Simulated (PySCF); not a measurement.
Silicon: a sound run and one with changed settings

Sound run: Si [Ne] 3s2 3p2, Si+ [Ne] 3s2 3p1. Calculation: PySCF 2.14, in def2-TZVP; no relativity, point nucleus. The sound run starts from symmetry-adapted Hartree-Fock orbitals and uses a fine grid where one is needed.

Changed run: radial step 1.2 in ln r (0.13 in the sound run). This setting is unsound on purpose.

```
species  method  sound run (hartree)  changed run (hartree)  converged
     Si     UHF           -288.85079             -288.85079        yes
     Si    TPSS           -289.38965             -291.41542        yes
     Si  M06-2X           -289.34924             -289.74686        yes
    Si+     UHF           -288.57001             -288.57001        yes
    Si+    TPSS           -289.08788             -291.10037        yes
    Si+  M06-2X           -289.05566             -289.46362        yes
```

Ionisation energy of Si:

```
method  sound run (eV)  changed run (eV)
   UHF           7.640             7.640
  TPSS           8.212             8.573
M06-2X           7.989             7.707
```

A coarse radial grid mis-integrates the density and the exchange-correlation energy, with errors of either sign; Hartree-Fock needs no grid.

For comparison, NIST gives 8.152 eV between the lowest levels.
